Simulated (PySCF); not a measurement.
**Gas-phase thermal properties of CH₂ClF**

Energies from PySCF (xtb for GFN2), thermal terms from the rigid-rotor harmonic-oscillator model, ideal gas at 1 bar. The comparison is the NASA 1993 polynomial table, which mixes measured and estimated data. 6-31G* has spherical d functions here. All species are closed-shell singlets. B3LYP is the form with VWN-RPA correlation. The harmonic model lacks anharmonicity and excited electronic states, which grow with temperature; levels with a mode under 35 cm⁻¹ are left out. The table's entry may be an old estimate for CH₂ClF (not checked at source).

| level | point group | σ | ZPE (kJ/mol) | S°298 (J/mol/K) | Cp298 (J/mol/K) | S°1000 (J/mol/K) | H1000 − H298 (kJ/mol) |
|---|---|---|---|---|---|---|---|
| table | - | - | - | 264.4 | 47.0 | 344.4 | 49.1 |
| B3LYP/6-31G* | Cs | 1 | 82.1 | 264.8 | 46.9 | 343.9 | 48.5 |
| GFN2-xTB | Cs | 1 | 76.2 | 265.5 | 48.7 | 347.6 | 50.3 |
| HF/6-31G* | Cs | 1 | 89.1 | 263.1 | 44.7 | 338.7 | 46.5 |
| PBE/def2-SVP | Cs | 1 | 78.7 | 265.1 | 47.7 | 345.8 | 49.5 |
| PBE0/def2-TZVP | Cs | 1 | 81.8 | 264.2 | 46.6 | 343.3 | 48.6 |
σ: rotational symmetry number. Electronic degeneracy used: 1. Frequencies are unscaled.
